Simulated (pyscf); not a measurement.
SiH₃• + F–CH(F)–SiH₃ → F–SiH₃ + F–CH•–SiH₃ (atom transfer; doublet surface; C–F broken, F–Si formed). Optimised with ωB97X-D3(BJ)/def2-SVP in PySCF. Energies in eV from the separated reactants.

```tsv
level	barrier	reaction energy
r²SCAN/def2-TZVP	0.69	-1.67
B3LYP-D3(BJ)/def2-TZVP	[?]	-1.72
PBE0-D3(BJ)/def2-TZVP	[?]	[?]
M06-2X/def2-TZVP	1.04	-1.65
ωB97M-D3(BJ)/def2-TZVP	0.96	-1.73
HF/def2-TZVP	1.97	-1.93
```

Task: Some entries are withheld; supply them.

Result: 
- B3LYP-D3(BJ)/def2-TZVP, barrier: 0.73
- PBE0-D3(BJ)/def2-TZVP, barrier: 0.87
- PBE0-D3(BJ)/def2-TZVP, reaction energy: -1.57

The functionals in the table span 0.35 eV in this barrier, from r²SCAN to M06-2X. One saddle was located; it need not be the lowest between these sides. The angle at the transferred F is 152°.
